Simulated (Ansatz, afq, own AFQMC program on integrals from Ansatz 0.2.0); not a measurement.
AlSiH, triplet in cc-pVTZ, levels against CCSDT(Q)

```tsv
atom	x (Å)	y (Å)	z (Å)
Si	0.0000	-0.0360	1.1654
Al	0.0000	-0.0118	-1.2249
H	0.0000	1.3177	0.3154
```

Connectivity, by distances: SiH–Al.

Basis cc-pVTZ. Noble-gas cores (and the filled d shells of Ga–Kr and In–Xe) are frozen. Integrals, coupled cluster, full CI and functionals: Ansatz 0.2.0; the random walks run on the same integrals in our own AFQMC program. ph-AFQMC/CISD is guided by a CISD state made of CCSD amplitudes; releasing the constraint for a short imaginary time cuts its bias at the price of noise, slowly where states lie close. Error bars are statistical, one sigma.

Determinant: UHF, the one that the program's search chose, which needn't be the lowest solution. The geometry is a PBE0/def2-TZVP stationary point of this or a neighbouring charge and spin state.

No full CI on the walks' own integrals is used here; CCSDT(Q) serves as the reference and is uncertain by about the last step of the cluster series.

Cautions: lower spins were not checked; unrestricted determinant slightly spin contaminated (⟨S²⟩ 2.09 against 2.00); the released energies are still falling, so no released level is given (meV from the phaseless value at times in 1/Eh: -7 ± 4 at 0.24, -14 ± 6 at 0.51, -19 ± 4 at 0.99, -25.2 ± 2.4 at 1.62, -29 ± 4 at 2.40), though the last usable value meets CCSDT(Q) within the noise.

The T1 diagnostic is 0.0390. The weight of the determinant in the CISD state is 0.841 and the ⟨S²⟩ of the determinant is 2.090. The size of the correlated space is 8 electrons in 72 orbitals.

| level | correlation energy (eV) |
| --- | --- |
| MP2 | -3.9045 |
| CCSD | -4.8088 |
| CCSD(T) | -5.0695 |

Estimate where phaseless AFQMC with a CISD trial lies against CCSD(T) on the same integrals.

3.6 ± 0.4 kJ/mol below CCSD(T).

Reference: CCSDT(Q), correlation energy -5.138 eV.

| level | E − E(reference) (kJ/mol) | share of correlation (%) |
| --- | --- | --- |
| CCSD(T) | 6.6 | 98.67 |
| CCSDT | 1.8 | 99.64 |
| ph-AFQMC/HF | 6.0 ± 2.2 | 98.79 |
| ph-AFQMC/CISD | 3.0 ± 0.4 | 99.40 |

A walk keeps the symmetry of its determinant, which the program's search chose and which needn't be the lowest solution, so a lower state of the same spin and another symmetry isn't excluded.
